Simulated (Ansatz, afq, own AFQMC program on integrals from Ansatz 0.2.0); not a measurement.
Where AFQMC and coupled cluster stand for GeH3, doublet

| atom | x (Å) | y (Å) | z (Å) |
| --- | --- | --- | --- |
| Ge | 0.0000 | 0.0000 | -0.0187 |
| H | 1.4650 | 0.0169 | 0.4526 |
| H | -0.7483 | 1.2611 | 0.4484 |
| H | -0.7191 | -1.2778 | 0.4488 |

Basis 6-31G. Only valence electrons are correlated. Ansatz 0.2.0 and our own AFQMC program on the same integrals; the CISD trial comes from CCSD amplitudes, and released means the phaseless constraint is let go. Free AFQMC starts from the CCSD state and is never constrained. Its projection time is finite, and what remains of the start isn't in its error. Error bars are statistical, one sigma. No spin–orbit coupling.

Determinant: UHF, the one that the program's search chose, which needn't be the lowest solution. The geometry is a point of a scan.

Full CI on the same integrals is exact in this basis and with this determinant's frozen core.

Cautions: no relativity below Rb; no spin-orbit coupling; inner d shell frozen.

- T1 diagnostic: 0.0087
- weight of the determinant in the CISD state: 0.948
- ⟨S²⟩ of the determinant: 0.754
- size of the correlated space: 7 electrons in 21 orbitals

```
  level  correlation energy (eV)
    MP2                  -1.3404
   CCSD                  -1.8745
CCSD(T)                  -1.8982
```

Problem. Estimate where phaseless AFQMC with the Hartree–Fock trial lies against CCSD(T) on the same integrals.

Solution. 0.3 ± 1.2 kJ/mol above CCSD(T). The gap is under twice the noise, so this walk alone can't tell the two apart.

Reference: full CI, correlation energy -1.908 eV. The released energy is read at 2.40 1/Eh (meV from the phaseless value at times in 1/Eh: -0.1 ± 0.7 at 0.24, -0.1 ± 0.5 at 0.51, -0.6 ± 0.4 at 0.99, -0.9 ± 0.3 at 1.62, -0.91 ± 0.17 at 2.40).

```
         level  E − E(reference) (kJ/mol)  share of correlation (%)
       CCSD(T)                        0.9                     99.50
   ph-AFQMC/HF                  1.2 ± 1.2                     99.34
 ph-AFQMC/CISD                 0.1 ± 0.07                     99.93
released AFQMC                 0.0 ± 0.02                     99.98
    free AFQMC                 0.0 ± 0.03                    100.01
```

Free projections are given only where their last times agree within the noise and don't stop above the reference; a slow remainder of the start can still hide under it. A walk keeps the symmetry of its determinant, which the program's search chose and which needn't be the lowest solution, so a lower state of the same spin and another symmetry isn't excluded. Released energies are given only where the last usable release times agree within the noise; a slower fall can still hide under it.
